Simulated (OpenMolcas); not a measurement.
## Potential curves of NaCl⁻: spin-free states

Calculated with OpenMolcas 26.06: state-averaged CASSCF(7,7) over Cl 3p, Na 3s 3p, XMS-CASPT2 (IPEA 0.25, imaginary shift 0.2 hartree), scalar X2C, ANO-RCC-VTZP, then RASSI spin–orbit state interaction with atomic mean-field integrals. C2 symmetry about the axis (a holds Σ, Δ, Γ; b holds Π, Φ, H; Σ⁺ and Σ⁻ are not told apart); roots by multiplicity and irrep: 2a 7, 2b 8, 4a 5, 4b 4.

XMS-CASPT2 energies in eV from the lowest point. Curves are followed by energy order within each symmetry, so they are adiabatic and may change character at avoided crossings; Σ⁺ and Σ⁻ are counted together.

```csv
R (Å),(1)2Σ,(1)2Π,(2)2Σ,(3)2Σ,(2)2Π
2.146,0.473,1.879,2.800,6.271,5.978
2.271,0.178,1.623,2.580,5.896,5.587
2.383,0.049,1.526,2.506,5.651,5.328
2.495,0.000,1.510,2.504,5.466,5.131
2.620,0.007,1.549,2.555,5.308,4.999
2.744,0.056,1.631,2.638,5.185,4.926
2.919,0.160,1.778,2.779,5.049,4.838
3.144,0.316,1.983,2.961,4.912,4.748
3.493,0.544,2.286,3.192,4.755,4.667
3.992,0.789,2.621,3.397,4.615,4.621
4.740,1.012,2.927,3.524,4.520,4.554
5.739,1.164,3.114,3.518,4.489,4.543
```

(1) With masses 34.969 and 22.990 u, fit the curves (1)2Σ, (1)2Π, (2)2Σ near their minima.

The 5 lowest clean curves are shown; the next is (1)4Σ, from 5.41 eV. Only roots inside an energy window near the equilibrium distance were included, so the list of states is not complete; labels number the states computed. Each spin and symmetry block has orbitals of its own, averaged over its own roots, so gaps between blocks are less sure than gaps within one and near the minimum can be off by tenths of an eV, in bad cases by more. No Rydberg orbitals are active, so Rydberg states, and σ→σ* states whose orbital the CASSCF left unused, can be missing between those listed. CASPT2 splits the two components of degenerate states numerically, here by up to 36 cm⁻¹. For an anion, states above the electron-detachment threshold (often below 1 to 3 eV) are held by the basis set and are not bound levels. At stretched bonds a block can hold a wrong CASSCF solution and miss its lowest state; points past a visible jump are left out. The CASPT2 reference weights are uneven, so some states carry less reliable energies. Points that failed a check (symmetry, reference weights, a jump) are left out.

## Answers

(1) At XMS-CASPT2, Te from the lowest curve (the fit fixes ωe to a per cent or two; the method's Re and ωe can be off by some per cent):

```csv
curve,Te (cm⁻¹),Re (Å),ωe (cm⁻¹)
(1)2Σ,0,2.539,265.0
(1)2Π,12190,2.469,296.1
(2)2Σ,20170,2.440,295.5
```
